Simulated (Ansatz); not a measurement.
Reaction (substitution at a C–C bond): `CCC(C)(C)C(C)C` + `CC(N)N` → `CNC(C)N` + `CCC(C)(C)CC`

Program: Ansatz. Geometries: PBE0-D4/def2-TZVP. ΔE: electronic, gas phase. CBS: MP2 limit from def2 TZ/QZ plus the TZ coupled-cluster correction, frozen cores. DFT in def2-TZVPP. HSE06 is defined as in plane-wave codes. One conformer a species, not always the lowest.

`CCC(C)(C)C(C)C`:

Cartesian coordinates in Å:
```
C 0.060 -1.779 1.729
C 0.530 -0.351 1.506
C -0.153 0.428 0.367
C -1.628 0.626 0.719
C 0.511 1.802 0.295
C -0.036 -0.338 -0.977
C -0.682 0.387 -2.152
C 1.396 -0.711 -1.345
H 0.564 -2.214 2.596
H -1.014 -1.830 1.918
H 0.277 -2.422 0.873
H 0.374 0.222 2.428
H 1.612 -0.349 1.340
H -2.186 -0.314 0.679
H -1.728 1.032 1.729
H -2.114 1.328 0.038
H 1.576 1.727 0.065
H 0.420 2.312 1.258
H 0.044 2.441 -0.458
H -0.592 -1.274 -0.838
H -0.647 -0.242 -3.044
H -1.729 0.633 -1.968
H -0.155 1.315 -2.391
H 2.015 0.177 -1.497
H 1.878 -1.330 -0.586
H 1.407 -1.275 -2.282
```

`CC(N)N`:

Cartesian coordinates in Å:
```
C -1.044 0.653 -0.211
C 0.038 -0.394 0.008
N 0.678 -0.347 1.309
N 1.091 -0.195 -0.968
H -1.500 0.558 -1.202
H -1.837 0.547 0.532
H -0.612 1.654 -0.128
H -0.431 -1.391 -0.062
H 1.088 0.572 1.444
H 0.002 -0.499 2.046
H 1.797 -0.912 -0.856
H 0.729 -0.246 -1.911
```

`CNC(C)N`:

Cartesian coordinates in Å:
```
C -0.408 -1.928 -0.447
N -0.776 -0.539 -0.269
C 0.341 0.342 -0.011
C -0.113 1.783 -0.187
N 0.851 0.029 1.311
H 0.072 -2.289 0.462
H 0.291 -2.095 -1.284
H -1.305 -2.525 -0.623
H -1.291 -0.204 -1.072
H 1.178 0.151 -0.709
H 0.704 2.471 0.042
H -0.440 1.981 -1.213
H -0.947 1.995 0.488
H 1.691 0.559 1.506
H 0.154 0.272 2.007
```

`CCC(C)(C)CC`:

Cartesian coordinates in Å:
```
C 0.151 -1.818 1.274
C 0.932 -0.771 0.499
C 0.170 0.514 0.139
C 1.100 1.400 -0.687
C -0.215 1.272 1.407
C -1.115 0.216 -0.648
C -0.949 -0.592 -1.924
H -0.225 -1.429 2.223
H 0.785 -2.677 1.504
H -0.706 -2.191 0.707
H 1.317 -1.220 -0.423
H 1.817 -0.481 1.077
H 1.443 0.896 -1.594
H 1.988 1.672 -0.108
H 0.599 2.326 -0.984
H 0.667 1.497 2.013
H -0.913 0.702 2.025
H -0.699 2.221 1.156
H -1.819 -0.300 0.014
H -1.588 1.176 -0.888
H -0.542 -1.587 -1.727
H -1.913 -0.728 -2.420
H -0.284 -0.098 -2.636
```

(1) Is it downhill or uphill in electronic energy at CCSD(T)/CBS, and by how much? (Estimate.)

(2) What do these levels give: revPBE-D4, B97M-V, BHLYP-D4, CAM-B3LYP-D4, PBE, r2SCAN, r2SCANh, HSE06, BHLYP, HF/def2-SVP, MP2/def2-SVP, CCSD(T)/def2-SVP? (Estimate.)

Largest T1 diagnostic among the species: 0.009.

## Answers

(1) Ansatz gave: Uphill: ΔE = +6.6 kcal/mol.

(2) Computed: revPBE-D4 5.3, B97M-V 5.9, BHLYP-D4 4.9, CAM-B3LYP-D4 4.8, PBE 4.1, r2SCAN 5.2, r2SCANh 5.2, HSE06 4.5, BHLYP 3.8, HF/def2-SVP 1.4, MP2/def2-SVP 5.3, CCSD(T)/def2-SVP 4.5 kcal/mol.

Leaving LDA and LC-ωPBE aside and taking each functional with its dispersion term where it has one, the values, not all of them listed here, spread over 1.4 kcal/mol, from BLYP-D4 to ωB97M-V. LDA lies +1.6 kcal/mol from PBE without D4. From BLYP to BHLYP (50 % exact exchange), in def2-TZVPP and without D4, ΔE moves by +1.1 kcal/mol.
